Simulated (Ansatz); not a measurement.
# How methods differ on SiH2SF (SMILES F[SiH2][S])

SiH2SF: 5 atoms, total charge 0, spin state doublet. As SMILES, `F[SiH2][S]`. The coordinates come from a PBE0-D4/def2-TZVP relaxation.

Each level gives the vertical electron affinity (to the singlet anion) (eV). The values are calculated.

The electron affinity is E(neutral) − E(anion): positive where the electron is bound.

```
            level                    kind  program  value (eV)  less FCI/STO-3G
      UPBE/STO-3G                     GGA   Ansatz       -3.34            +1.26
  U-r2SCAN/STO-3G                meta-GGA   Ansatz       -3.30            +1.30
     UPBE0/STO-3G           global hybrid   Ansatz       -3.34            +1.26
UCAM-B3LYP/STO-3G  range-separated hybrid   Ansatz       -3.39            +1.21
    UHSE06/STO-3G  range-separated hybrid   Ansatz       -3.34            +1.26
   UB2PLYP/STO-3G           double hybrid   Ansatz       -3.79            +0.81
    UCCSDT/STO-3G   coupled cluster or CI   Ansatz       -4.60             0.00
   UCCSDTQ/STO-3G   coupled cluster or CI   Ansatz       -4.60             0.00
       FCI/STO-3G      exact in the basis   Ansatz       -4.60             0.00
```

FCI/STO-3G is exact within its basis and frozen core, so for wave-function methods in that basis the difference is their error; functionals converge differently with the basis, so for them it is only a difference. The values span -4.60 to -3.30 eV. All rows use very small basis sets, so even the best lies far from the true value. Negative values mean that the anion is unbound at that level; they are set by how diffuse the basis is and aren't properties of the molecule.
